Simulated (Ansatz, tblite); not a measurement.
**The cluster Cu₃+: one state, many levels**

Aim: run the singlet of the cluster Cu₃+ at one geometry on many levels, and compare frontier levels, spin and run time.

Program: Ansatz 0.2.0, Gaussian basis. Level of theory: as each input shows. These are calculated values, not measurements.

The runs, in order: GFN1-xTB, GFN2-xTB, PBE-D4/def2-TZVP, r2SCAN-D4/def2-TZVP, HF/def2-TZVP, B97M-V/def2-TZVP, HSE06-D4/def2-TZVP, r2SCANh-D4/def2-TZVP, CAM-B3LYP-D4/def2-TZVP, PBE-D4/def2-SVP, PBE0-D4/def2-SVP, HF/STO-3G, HF/6-31G, B3LYP-D4/6-31G, CCSD(T)/def2-TZVPP, MP2/def2-TZVP, RPA/def2-TZVP.

### 1 The relaxed structure

The geometry is that of the singlet, from an earlier relaxation (PBE0-D4/def2-TZVP). At that level it is the lowest of the isomers that a small search found.

3 atoms, charge 1, spin multiplicity 1.

Bond lengths: Cu1–Cu2 2.399 Å, Cu1–Cu3 2.399 Å, Cu2–Cu3 2.399 Å. Angles: Cu2–Cu1–Cu3 60.0°, Cu1–Cu2–Cu3 60.0°, Cu1–Cu3–Cu2 60.0°.

Coordinates:

```xyz
3

Cu   -0.42563    1.10259    0.72270
Cu   -0.09572   -0.00141   -1.38202
Cu    0.52135   -1.10117    0.65931
```

No spin-orbit coupling is included. The ion is computed in the gas phase, without counter-ions or solvent.

PBE0-D4/def2-TZVP was run before; its log isn't repeated, and its numbers join the tables.

### 2 GFN1-xTB

Tight binding, by tblite at 300 K electronic temperature and without a spin-polarisation term:

```python
tblite.interface.Calculator('GFN1-xTB', numbers, positions, charge=1, uhf=0).singlepoint()
```

Energy -354.4154 eV, HOMO -16.69 eV, LUMO -15.17 eV; 0.003 s.

### 3 GFN2-xTB

Tight binding, by tblite at 300 K electronic temperature and without a spin-polarisation term:

```python
tblite.interface.Calculator('GFN2-xTB', numbers, positions, charge=1, uhf=0).singlepoint()
```

Energy -307.7179 eV, HOMO -15.47 eV, LUMO -8.88 eV; 0.002 s.

### 4 PBE-D4/def2-TZVP

start.molden holds the orbitals of an earlier run on this state, given as this run's starting guess.

in.yaml reads:

```yaml
crystal:
  periodic: [false, false, false]
  atoms:
    - {symbol: Cu, position_ang: [-0.425632, 1.102586, 0.722704]}
    - {symbol: Cu, position_ang: [-0.095720, -0.001414, -1.382019]}
    - {symbol: Cu, position_ang: [0.521352, -1.101172, 0.659305]}
basis:
  gaussian: {orbitals: def2-TZVP, initial_orbitals: start.molden}
total_charge: 1
hamiltonian: {xc: pbe, dispersion: d4}
scf: {omitted_lower_state_checks: [starts]}
output: {forces: true, orbitals: {seedname: orbitals}}
```

Started as:

```bash
ansatz run in.yaml --threads 4 --pin off --events-out ev --progress --plain --max-ram 3916MiB
```

Further steps of the session: r2SCAN-D4/def2-TZVP; HF/def2-TZVP; B97M-V/def2-TZVP; HSE06-D4/def2-TZVP; r2SCANh-D4/def2-TZVP; CAM-B3LYP-D4/def2-TZVP; PBE-D4/def2-SVP; PBE0-D4/def2-SVP; HF/STO-3G; HF/6-31G; B3LYP-D4/6-31G; CCSD(T)/def2-TZVPP; MP2/def2-TZVP; RPA/def2-TZVP.

Q: Predict the results of all the runs planned. Wanted: gap in def2-TZVP, named functionals and Hartree-Fock, smallest and largest; correlation energy, CCSD(T)/def2-TZVPP; correlation energy, MP2/def2-TZVP; PBE0 total energy, smallest basis above largest.

The runs gave:

```
                                                                  quantity                           value
gap in def2-TZVP, named functionals and Hartree-Fock, smallest and largest  2.32 eV (PBE-D4), 8.75 eV (HF)
                                    correlation energy, CCSD(T)/def2-TZVPP                       -36.87 eV
                                         correlation energy, MP2/def2-TZVP                       -34.16 eV
                           PBE0 total energy, smallest basis above largest  19.70 eV (def2-SVP, def2-TZVP)
```

What this shows: Over the named functionals and Hartree-Fock in def2-TZVP the gap runs from 2.32 eV (PBE-D4) to 8.75 eV (HF); exact exchange widens it.
